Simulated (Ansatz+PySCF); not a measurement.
The numbers below are computed, except where a source is named.
```xyz
3

C     0.0000    0.0000    0.0000
C     0.7381    0.0000    1.0943
C    -0.7381    0.0000    1.0943
```

Basis set: cc-pVTZ (spherical functions). Correlated methods keep 3 orbitals frozen. Charge 0, multiplicity 1.

Starred EOM-CCSD(T)(a) on the restricted Hartree–Fock determinant with PySCF 2.14.0; the energies are vertical.

Problem. The solver was asked for the few lowest roots only. Give the ionization energies of singlet C3 among them whose weight of singles is over 0.7.

Solution.

| root | energy (eV) | weight of singles |
| --- | --- | --- |
| 1 | 10.55 | 0.95 |
| 2 | 12.95 | 0.93 |
| 3 | 14.93 | 0.96 |

Higher main lines weren't sought.
